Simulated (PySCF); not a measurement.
These 2 structures share the formula C3H3F2N. Computed with PBE0-D3(BJ)/def2-SVP geometry optimisation, gas phase in PySCF. Energies are electronic, without zero-point or thermal terms, for one conformer each. No frequencies were run at this level. Point groups hold within 0.08 Å.

Problem. Rank from lowest to highest electronic energy at this level (kcal/mol).
A. `[N:1]#[C:2][C@@H:3]([F:4])[CH2:5][F:6]` with C2–C3–C5–F6 170°
B. CH3CF2CN, `CC(F)(F)C#N`

Solution. B (0.0), A (12.0).

As drawn, the lower has two fluorines on one carbon, which the higher lacks.

```tsv
SMILES	E (Eh)	E rel (kcal/mol)	dipole (D)	point group	A, B, C (MHz)
CC(F)(F)C#N	-369.86927	0.0	3.15	Cs	5234, 2893, 2838
N#C[C@@H](F)CF	-369.85020	12.0	1.88	C1	7350, 2258, 1820
```

Problem. How do the relative energies change in single points at B97-2/pcSseg-2 (no added dispersion term) on the same geometries?

Solution. 
```
        SMILES  PBE0-D3(BJ)/def2-SVP (kcal/mol)  B97-2/pcSseg-2 (kcal/mol)  shift
   CC(F)(F)C#N                              0.0                        0.0    0.0
N#C[C@@H](F)CF                             12.0                        9.2   -2.8
```

Each column counts from its own lowest isomer. The order is unchanged; the largest shift is 2.8 kcal/mol.
